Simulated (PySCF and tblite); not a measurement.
C5H6O, numbered as in [OH:1][C:2]1=[CH:3][CH2:4][CH:5]=[CH:6]1. Free energies: HF-D3(BJ)/pcSseg-1 (IEF-PCM, tetrahydrofuran), SCF tolerance 1e-06 on GFN2-xTB structures plus GFN2-xTB thermal terms, symmetry and mirror images included. Conformers within 2.5 kcal/mol (GFN2-xTB free energy) were kept, 6 at most. GIAO shieldings: HF/pcSseg-1 (IEF-PCM, tetrahydrofuran), SCF tolerance 1e-06. Shifts are against TMS (¹H), TMS (¹³C) at the same level. (PySCF 2.14, tblite 0.8.)

Torsions listed: H1–O1–C2–C3. The 5-ring runs over atoms 2–3–4–5–6.

Two conformers hold nearly all the population. I: 5-ring flat; 0°; δ(C3) = 104.41 ppm. II: 5-ring flat; 180°; δ(C3) = 106.14 ppm. The average over the ensemble at 298.15 K is 104.65 ppm.

What populations and free-energy difference follow from a two-state model?

p(I) = (104.65 − 106.14)/(104.41 − 106.14) = 0.86, so K = p(II)/p(I) = 0.16 and G(II) − G(I) = −RT ln K = 1.08 kcal/mol. The weights computed directly are 86.0 % and 14.0 %.
